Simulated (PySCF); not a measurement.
CFCl3.
SMILES: `FC(Cl)(Cl)Cl`

The closed-shell ground state was solved at several levels (PySCF, density fitting, gas phase, non-relativistic). Isolated species at its GFN2-xTB geometry, gas phase.

```csv
level,basis functions,HOMO (eV),LUMO (eV),gap (eV),dipole (D)
B97-D/def2-TZVP,173,-7.67,-2.33,5.34,0.28
BP86/def2-TZVP,173,-7.77,-2.48,5.29,0.28
LDA/def2-TZVP,173,-7.81,-2.55,5.26,0.33
KT3/def2-TZVP,173,-7.80,-2.51,5.29,0.30
KT2/def2-TZVP,173,-7.78,-2.56,5.22,0.31
PW91/def2-SVP,82,-7.47,-1.75,5.72,0.26
X3LYP/def2-SVP,82,-8.65,-0.66,7.99,0.38
HF/def2-TZVP,173,-12.59,2.96,15.55,0.50
PBE/def2-TZVP,173,-7.66,-2.35,5.31,0.28
BLYP/def2-TZVP,173,-7.50,-2.24,5.26,0.32
OPBE/def2-TZVP,173,-7.70,-2.27,5.43,0.22
```

Question: What might B3LYP/def2-TZVP (173 basis functions) give for the same quantities?

Answer: HOMO -8.85 eV, LUMO -1.55 eV, gap 7.30 eV, dipole 0.39 D.

Question: Over all these levels, which gives the widest orbital gap and which the narrowest?

Answer: HF/def2-TZVP (Hartree–Fock, all exact exchange) has the widest, 15.55 eV, and KT2/def2-TZVP (GGA) the narrowest, 5.22 eV. The two share the basis. From the narrowest to the widest the HOMO moves by -4.81 eV and the LUMO by +5.52 eV.

Question: In the def2-TZVP basis, how does the gap go with the fixed share of exact exchange?

Answer: KT2 (0 %) 5.22 eV; LDA (0 %) 5.26 eV; BLYP (0 %) 5.26 eV; BP86 (0 %) 5.29 eV; KT3 (0 %) 5.29 eV; PBE (0 %) 5.31 eV; B97-D (0 %) 5.34 eV; OPBE (0 %) 5.43 eV; B3LYP (20 %) 7.30 eV; HF (100 %) 15.55 eV. Each rise in the share widens the gap here.

Question: How far do the dipole and the HOMO energy spread over the levels?

Answer: The dipole runs from 0.22 to 0.50 D (mean 0.32 D) and the HOMO from -12.59 to -7.47 eV.
